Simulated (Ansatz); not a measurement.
1T (CdI2-type) SnSe2 was calculated with PBEsol (Ansatz, a quantum-chemistry and plane-wave program, plane waves, PAW).

Numerical settings: plane-wave cutoff 520 eV, 12×12×6 k mesh (along the axes of the cell as run), Fermi–Dirac smearing 0.01 eV, scalar-relativistic PAW data made under PBE.

Starting structure:

```xyz
3
Lattice="3.8100 0.0000 0.0000 -1.9050 3.2996 0.0000 0.0000 0.0000 6.1400" Properties=species:S:1:pos:R:3 pbc="T T T"
Sn     0.0000     0.0000     0.0000
Se     0.0000     2.1997     1.5350
Se     1.9050     1.0999     4.6050
```

Into what structure does the relaxation of cell and atoms lead at this level, with the symmetry of the start kept?

The volume increases by 0.7 %; final space group P-3m1.
```xyz
3
Lattice="3.8176 0.0000 0.0000 -1.9088 3.3061 0.0000 0.0000 0.0000 6.1567" Properties=species:S:1:pos:R:3 pbc="T T T"
Sn     0.0000     0.0000     0.0000
Se     0.0000     2.2041     1.5865
Se     1.9088     1.1020     4.5701
```

Note: the cell comes from a level without a dispersion term, which matters for the spacing of layers, chains or molecules.
